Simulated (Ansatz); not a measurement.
Energy needed to pull apart C₃H₃F (SMILES C#CCF), singlet, into free ground-state atoms, from the structure below (displaced at random from a GFN2-xTB minimum); no zero-point or spin–orbit terms; open-shell atoms are treated unrestricted, in their ground-state multiplicity.

```
7
angstrom
C -1.2576 0.9624 -0.9099
C -0.2176 0.4016 -0.3832
C 0.7878 -0.4074 0.4905
F 0.1375 -1.7335 0.8343
H -1.8260 1.4885 -1.4978
H 1.6750 -0.5372 -0.0190
H 0.6650 0.1320 1.5246
```

Computed with Ansatz 0.2.0 (basis: def2-TZVPP); correlated methods freeze the cores.

```tsv
method	atomization energy (kcal/mol)
SPW92	?
PBE-D4	704.1
r2SCAN-D4	676.8
PBE0-D4	678.2
r2SCAN0-D4	?
wB97M-V	674.8
HF	466.0
MP2	679.6
CCSD	642.3
CCSD(T)	658.3
```

(1) What does r2SCAN0-D4 give? (An estimate is asked for; the value comes from the calculation.)

(2) What does SPW92 give? (Judge from chemistry; the value comes from the calculation.)

No T1 diagnostic of these runs exceeds 0.015. The restricted Hartree–Fock reference is unstable towards an unrestricted one here.

## Answers

(1) Computed: 657.0 kcal/mol, which is about 1.3 kcal/mol less than CCSD(T)/def2-TZVPP.

(2) Computed: 789.1 kcal/mol, which is about 130.8 kcal/mol more than CCSD(T)/def2-TZVPP.

In triple zeta the MP2 and coupled-cluster atomization energies are still short of their basis limit by a few kcal/mol a bond, whereas those of the functionals are nearly converged, so these differences are not deviations from converged CCSD(T).

For scale, one of the runs: CCSD(T)/def2-TZVPP forces, 166 basis functions (an equivalent command: `ansatz run in.yaml --threads 4`). The run took 94 s on 4 CPU threads (shared host), with 2.7 GiB of host memory at its peak.
